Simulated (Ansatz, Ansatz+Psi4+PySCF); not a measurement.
```yaml
atoms:
  - { symbol: Al, position_ang: [0.0000, 0.0000, -0.7407] }
  - { symbol: F, position_ang: [0.0000, 0.0000, 1.0698] }
```

Basis set: cc-pVTZ (spherical functions). Correlated methods keep 6 orbitals frozen. Charge 0, multiplicity 1.

Computed with Ansatz (development build ahead of 0.2.0); each method stands on the lowest determinant of its kind that the runs found. Restricted open shells among the atoms or ions are ROHF, correlated in semicanonical orbitals with singles.

The atomization energy at this shape (free ground-state atoms in the same class of orbitals less the molecule, no zero-point energy) of singlet AlF:

| method | atomization energy |
| --- | --- |
| RHF-MP2 | 159.40 kcal/mol |

**Question.** What does RHF give?

**Answer.** 116.04 kcal/mol. Caution: the shape is not the minimum.
